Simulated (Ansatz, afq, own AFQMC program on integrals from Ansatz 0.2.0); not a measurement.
Two steps: Ansatz 0.2.0 writes the Fock matrix and Cholesky factors of the valence space, and afq projects on them the lowest state that overlaps trial and start.

```yaml
crystal:
  periodic: [false, false, false]
  atoms:
    - {symbol: Si, position_ang: [-2.457404, 0.000000, 0.000000]}
    - {symbol: H, position_ang: [-2.952276, 1.399708, 0.000001]}
    - {symbol: H, position_ang: [-2.952276, -0.699854, 1.212183]}
    - {symbol: H, position_ang: [-2.952276, -0.699854, -1.212182]}
    - {symbol: H, position_ang: [-0.839404, 0.000000, 0.000000]}
    - {symbol: Ge, position_ang: [1.022596, 0.000000, 0.000000]}
    - {symbol: H, position_ang: [1.491264, -1.465915, 0.000000]}
    - {symbol: H, position_ang: [1.491264, 0.732958, -1.269520]}
    - {symbol: H, position_ang: [1.491264, 0.732958, 1.269519]}
basis:
  gaussian: {orbitals: cc-pVDZ}
magnetization: {spin_polarized: true, initial_magnetization: 1}
correlation: {method: ccsd_t, electrons: outside_noble_gas, hamiltonian_folder: ham}
```

```sh
$ ansatz run in.yaml --threads 1 --pin off --events-out ev --progress --plain --max-ram 24576MiB --backend cuda --devices 0, --max-vram 18GiB
```

afq runs on the folder ham with

```
--method phaseless --trial hf --walkers 4000 --populations 20 --least-time 40 --time-step 0.005 --steps-per-block 20 --equilibration-blocks 112 --max-blocks 4000 --target-error 0.00115 --factor-cut 1e-05 --start spin_pure --seed 3547 --taylor-order 6
```

Times are imaginary, in 1/Eh. The walk had a cap of 66 s. With eight or more populations the least sampling time is a fifth of least-time, and the error comes from their spread. Filled inner d shells are frozen with the cores.

```
orbitals 61  electrons 8 7  factors 489 of 808
reference energy -2368.24210092 Eh
CCSD correlation -0.27510293 Eh in 11 cycles, weight of the determinant in the CISD state 0.8551
energy of the start -2368.242505 Eh
 block  time / (1/Eh)  mean weight  energy / Eh
     1     0.100  1.0010  -2368.291979
     2     0.200  1.0013  -2368.331497
     3     0.300  1.0021  -2368.363325
     4     0.400  1.0016  -2368.389185
     5     0.500  1.0016  -2368.409110
     7     0.700  1.0009  -2368.439813
     9     0.900  1.0006  -2368.461120
    13     1.300  1.0003  -2368.490201
    21     2.100  1.0001  -2368.513460
    25     2.500  0.9998  -2368.517420
    29     2.900  1.0002  -2368.520591
    37     3.700  1.0000  -2368.522853
    45     4.500  1.0003  -2368.527804
    49     4.900  0.9999  -2368.532534
    53     5.300  1.0001  -2368.528358
    61     6.100  1.0000  -2368.527055
    69     6.900  1.0002  -2368.523604
    77     7.700  1.0002  -2368.525294
    85     8.500  1.0004  -2368.522346
    93     9.300  0.9999  -2368.526229
   101    10.100  1.0000  -2368.525995
   109    10.900  0.9997  -2368.525210
   117    11.700  1.0000  -2368.526147
   125    12.500  0.9999  -2368.524932
   133    13.300  0.9999  -2368.524906
   141    14.100  1.0000  -2368.524418
   149    14.900  1.0003  -2368.523310
   157    15.700  1.0005  -2368.531294
   165    16.500  0.9995  -2368.525483
   173    17.300  1.0003  -2368.523306
   181    18.100  1.0000  -2368.523022
   189    18.900  1.0002  -2368.523686
error from the spread of 20 populations
energy -2368.524719 +/- 0.000818 Eh
(rows thinned)
```

(1) Estimate how long the walk took on 1 × NVIDIA H100 80GB HBM3 with 2 threads of AMD EPYC 7R13 Processor (Zen 3), on a shared host (the card was shared).

The run passed its tests (sampling time, drift between the halves within three errors, error under three times the target), which doesn't prove that it has relaxed.

Against this walk (error 22.3 meV) on the same determinant: CCSD(T) 46.0 meV higher, CCSDT(Q) 4.9 meV higher (within the noise). The error is statistical and leaves out the bias of the constraint.

Cautions: constraint bias not in the error; no relativity below Rb; no spin-orbit coupling; inner d shell frozen.

Answers

(1) 56 s of wall time.

CCSDT and higher add their correlation energy to the determinant of the CCSD(T) run, since their own runs factorise the integrals more tightly (a shift of under 2 meV). A walk keeps the symmetry of its determinant, which the program's search chose and which needn't be the lowest solution, so a lower state of the same spin and another symmetry isn't excluded.
